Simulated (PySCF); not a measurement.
An excited-state job on `CSCCC#N`.

Computed with TDDFT PBE0/def2-SVPD, vertical, gas phase, core orbitals frozen in the response (PySCF 2.14.0, density-fitted response routines). Geometry: GFN2-xTB. A driver script takes a list of jobs; this job's settings line and coordinates (Å) are shown.

Command:
```bash
OMP_NUM_THREADS=1 python probes_run.py task.json out
```

Input:
```
{"job": {"kind": "uv", "xc": "PBE0", "basis": "def2-SVPD", "nstates": 6, "ntriplets": 2}, "charge": 0, "multiplicity": 1}
C     -2.472577     0.225392     0.238439
S     -0.950617     1.180717     0.468204
C      0.252744    -0.167487     0.176504
C      1.673297     0.373340     0.315080
C      2.628303    -0.680573     0.082814
N      3.363372    -1.535014    -0.105330
H     -2.516048    -0.574225     0.973026
H     -3.297700     0.913468     0.388180
H     -2.501547    -0.178143    -0.770155
H      0.063906    -0.953035     0.910607
H      0.083386    -0.558959    -0.828383
H      1.843123     1.175608    -0.408466
H      1.825970     0.779399     1.319099
```

Output:
```
coarse grid: 11376 points
cycle   1  E = -608.7931308177  dE =  5.448e-01  |g| = 4.091e-01  |ddm| = 4.656e+00
cycle   2  E = -608.6657446149  dE =  1.274e-01  |g| = 8.701e-01  |ddm| = 1.576e+00
cycle   3  E = -608.8365948349  dE = -1.709e-01  |g| = 7.993e-02  |ddm| = 1.044e+00
cycle   4  E = -608.8381208654  dE = -1.526e-03  |g| = 2.710e-02  |ddm| = 1.386e-01
cycle   5  E = -608.8382915355  dE = -1.707e-04  |g| = 7.131e-03  |ddm| = 4.515e-02
cycle   6  E = -608.8383054440  dE = -1.391e-05  |g| = 1.521e-03  |ddm| = 1.365e-02
cycle   7  E = -608.8383060087  dE = -5.647e-07  |g| = 4.452e-04  |ddm| = 3.319e-03
final grid: 105176 points
cycle   8  E = -608.9021308609  dE = -2.242e-05  |g| = 7.847e-03  |ddm| = 7.398e-02
cycle   9  E = -608.9021238524  dE =  7.009e-06  |g| = 9.352e-03  |ddm| = 2.364e-02
cycle  10  E = -608.9021465614  dE = -2.271e-05  |g| = 7.217e-04  |ddm| = 1.255e-02
cycle  11  E = -608.9021467054  dE = -1.440e-07  |g| = 1.858e-04  |ddm| = 1.619e-03
cycle  12  E = -608.9021467098  dE = -4.439e-09  |g| = 1.226e-04  |ddm| = 3.087e-04
cycle  13  E = -608.9021467129  dE = -3.156e-09  |g| = 3.517e-05  |ddm| = 1.546e-04
cycle  14  E = -608.9021467132  dE = -2.779e-10  |g| = 6.356e-06  |ddm| = 5.083e-05
converged SCF energy = -608.9021467132

Static polarisability (au): isotropic 74.001, principal 57.232 66.964 97.806

Singlet excitations
state   eV       nm        f      main configurations
  1   5.2463    236.3   0.00035   H->L 0.91
  2   5.9303    209.1   0.01364   H->L+1 0.93
  3   6.4500    192.2   0.01562   H->L+2 0.79, H->L+4 0.13
  4   6.6890    185.4   0.00876   H->L+4 0.85, H->L+2 0.12
  5   6.7420    183.9   0.03147   H->L+3 0.87, H->L+5 0.12
  6   6.9730    177.8   0.04283   H->L+5 0.88, H->L+3 0.11

Triplet excitations (Tamm-Dancoff, eV): 4.7693 5.6807
```

The SCF starts on a coarse grid where the log names one; the energy can jump when the final grid takes over, and dE then counts from the start density on the new grid. H and L stand for HOMO and LUMO; the number after each pair is its weight.

Q: Give S1 in cm⁻¹ and kJ/mol.

A: 5.2463 eV × 8065.54 = 42314 cm⁻¹; × 96.485 = 506.2 kJ/mol.

Main results: HOMO -6.82 eV, LUMO -0.07 eV; lowest singlet 5.25 eV; lowest triplet 4.77 eV (Tamm–Dancoff); mean polarisability 74.0 au.

Q: Estimate the wall time. Hardware: an Arm Neoverse V1 with one thread, shared host with 32 logical CPUs at a one-minute load of 19. And the peak memory of the process?

A: About 20 s, with 0.73 GiB resident at the peak, the Python interpreter and its libraries included.

One conformer stands for the species.
Labels such as C1 count atoms from 1, the log's own numbers from 0.
